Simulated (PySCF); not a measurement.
C5H9N: calculation against experiment

**Measured values to compare with.**

From Beach, A photoelectron spectroscopic study of bonding in inorganic and organometallic compounds, PhD thesis, LBL 1985, for the gas: C 1s binding energy of C1 291.83 eV; C 1s binding energy of C3 292.84 eV; C 1s binding energy of C4/C5/C6 291.06 eV; N 1s binding energy of N2 406.05 eV.

The runs below try to reproduce these values; the comparison stands at the end.

Species: C5H9N.
Atom-mapped SMILES: `[C-:1]#[N+:2][C:3]([CH3:4])([CH3:5])[CH3:6]` (hydrogens: H7, H8, H9 on C4; H10, H11, H12 on C5; H13, H14, H15 on C6)

Geometry (GFN2-xTB, Å), atoms numbered from 1 in this order:
```
atom  x, y, z in Å
C1     0.763   -1.284    2.320
N2     0.441   -0.743    1.342
C3     0.051   -0.086    0.156
C4    -0.836    1.103    0.536
C5     1.317    0.390   -0.564
C6    -0.723   -1.085   -0.710
H7    -1.153    1.630   -0.360
H8    -1.718    0.761    1.073
H9    -0.290    1.794    1.175
H10    1.050    0.901   -1.485
H11    1.877    1.076    0.069
H12    1.957   -0.457   -0.804
H13   -1.038   -0.607   -1.634
H14   -0.096   -1.941   -0.954
H15   -1.603   -1.443   -0.181
```

The PySCF runs (gas phase, on this GFN2-xTB geometry; non-relativistic but for the core-level run):

```
                                                                          level                            job  basis functions  wall time
delta-SCF UKS SCAN, pcX-2 on the ionised atom, pcseg-1 elsewhere, spin-free X2C  ΔSCF core ionisation, 4 holes              160       38 s
```

Hardware: an Arm Neoverse V1 with one thread, no GPU, on a shared host.

**Comparison with experiment**

**Core binding energies.** PySCF 2.14.0, delta-SCF UKS SCAN, pcX-2 on the ionised atom, pcseg-1 elsewhere, spin-free X2C.

```
level and atom  computed (eV)  measured (eV)  computed − measured (eV)
      C 1s, C1         291.56         291.83                     -0.27
      C 1s, C3         292.73         292.84                     -0.11
C 1s, C4/C5/C6         290.96         291.06                     -0.10
      N 1s, N2         405.95         406.05                     -0.10
```

Sources, in the order of the opening: Beach, A photoelectron spectroscopic study of bonding in inorganic and organometallic compounds, PhD thesis, LBL 1985. Against the first value of each row the mean signed difference is -0.14 eV and the largest in size -0.27 eV. The computed values are vertical, without vibrational structure; measured positions hang on the energy calibration. The first atom of each set that the bonding makes equivalent was ionised and stands for the set.

The geometry is computed, not the measured one. Where a level misses, the cause wasn't examined.
